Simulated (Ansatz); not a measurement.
Reaction: H2S2 (SMILES SS) → 2 HS (SMILES [SH], doublet) (the S-S bond breaks)
Each species at its own B3LYP-D3(BJ)/def2-TZVP minimum (Ansatz, a first-principles code).

Quantity: bond dissociation energy (electronic), in kJ/mol. UHF or UKS for unpaired electrons; spin-orbit terms are left out. CBS(X,Y): correlation extrapolated as X^-3, Hartree-Fock from the larger set (Q,5: extrapolated as (X+1)exp(-9√X)). A bracket is a step between two methods taken in the basis named. The functionals are non-relativistic, so their misses hold any scalar relativity. Double hybrids freeze cores in their MP2 part. '+ core + X2C': CCSD(T) terms for core correlation (cc-pwCVTZ, 1s frozen past Ne) and scalar relativity (cc-pVTZ-DK).

CCSD(T)/CBS(cc-pV(Q+d)Z,cc-pV(5+d)Z) + [CCSDT(Q) - CCSD(T)]/cc-pV(T+d)Z + [CCSDTQ - CCSDT(Q)]/cc-pV(D+d)Z + core + X2C (Ansatz) gives 283.6 kJ/mol.

Problem. What does PBE/def2-TZVPD (Ansatz) give here, and how do the other levels compare?

Solution. PBE gives 294.0 kJ/mol, 10.4 kJ/mol above it. Differences of the others: PBE0/def2-TZVPD (Ansatz) -4.1; wB97M-V/def2-TZVPD (Ansatz) 1.3; B2PLYP/def2-TZVPD (Ansatz) -19.6; CCSD(T)/CBS(cc-pV(Q+d)Z,cc-pV(5+d)Z) + core + X2C (Ansatz) -0.1 kJ/mol. Nearer than PBE: PBE0/def2-TZVPD, wB97M-V/def2-TZVPD, CCSD(T)/CBS(cc-pV(Q+d)Z,cc-pV(5+d)Z) + core + X2C.
